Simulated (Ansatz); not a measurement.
Total energies of NS (`[N]=S`) radical.

Bond lengths: N1–S2 1.486 Å.

Total charge 0; spin multiplicity 2. All single points use the PBE0-D4/def2-TZVP geometry. Basis def2-TZVPP, Ansatz 0.2.0.

RPA on PBE orbitals: Hartree–Fock energy of these orbitals -451.91763 Eh, correlation -0.56640 Eh (frozen core).

```json
{"functional": "LDA (SPW92)", "energy without D4 (Eh)": "-451.08924", "D4 term (kJ/mol)": "–"}
{"functional": "PBE", "energy without D4 (Eh)": "-452.67471", "D4 term (kJ/mol)": "-2.0"}
{"functional": "BLYP", "energy without D4 (Eh)": "-452.90338", "D4 term (kJ/mol)": "-4.8"}
{"functional": "r2SCAN", "energy without D4 (Eh)": "-452.84424", "D4 term (kJ/mol)": "-0.4"}
{"functional": "B97M-V", "energy without D4 (Eh)": "-452.78446", "D4 term (kJ/mol)": "–"}
{"functional": "PBE0", "energy without D4 (Eh)": "-452.69626", "D4 term (kJ/mol)": "-1.7"}
{"functional": "r2SCAN0", "energy without D4 (Eh)": "-452.82517", "D4 term (kJ/mol)": "-0.5"}
{"functional": "HSE06 (plane-wave form)", "energy without D4 (Eh)": "-452.68663", "D4 term (kJ/mol)": "-1.5"}
{"functional": "B2PLYP", "energy without D4 (Eh)": "-452.73970", "D4 term (kJ/mol)": "–"}
{"functional": "PBE-QIDH", "energy without D4 (Eh)": "-452.59530", "D4 term (kJ/mol)": "–"}
```

**Question.** Give the same for revPBE, B3LYP, r2SCANh, BHLYP, CAM-B3LYP, LC-ωPBE, ωB97X-V, ωB97M-V. (Estimate.)

**Answer.** Computed: 
```csv
functional,energy without D4 (Eh),D4 term (kJ/mol)
revPBE,-452.82141,-6.9
B3LYP,-452.91846,-3.4
r2SCANh,-452.83637,-0.5
BHLYP,-452.86396,-2.5
CAM-B3LYP,-452.88703,-1.7
LC-ωPBE,-452.73754,–
ωB97X-V,-452.81642,–
ωB97M-V,-452.86575,–
```

B3LYP takes the VWN-RPA correlation (the form of Gaussian; ORCA's B3LYP/G). HSE06 is the plane-wave form, built on full-range PBE exchange. The double hybrids freeze the cores in their second-order part.

LC-ωPBE has ω = 0.4 bohr⁻¹.
